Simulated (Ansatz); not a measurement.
hydrogen cyanide (SMILES C#N) moved off its minimum; all values from Ansatz (a program for electronic structure), cores frozen in correlated methods.
(charge 0, multiplicity 1)
```xyz
3

C      0.1451     0.0474    -0.4582
N      0.0445     0.0424     0.7506
H     -0.0287     0.0520    -1.5773
```

Forces at r2SCAN/def2-TZVPP (eV/Å):

| atom | Fx | Fy | Fz |
|---|---|---|---|
| C1 | -1.418 | -0.018 | 4.268 |
| N2 | 0.806 | 0.026 | -6.173 |
| H3 | 0.612 | -0.008 | 1.905 |

### Question
Give the forces (eV/Å), the total energy and the dipole at CCSD(T)/aug-cc-pVTZ.

### Answer

```tsv
atom	Fx	Fy	Fz
C1	-1.246	-0.013	2.899
N2	0.663	0.020	-4.845
H3	0.583	-0.008	1.946
```
Energy -93.2721 hartree, dipole 3.02 D.

Doubts at one or more of the structures used: a restricted determinant that unrestricted orbitals would lower (CCSD(T)/aug-cc-pVTZ).
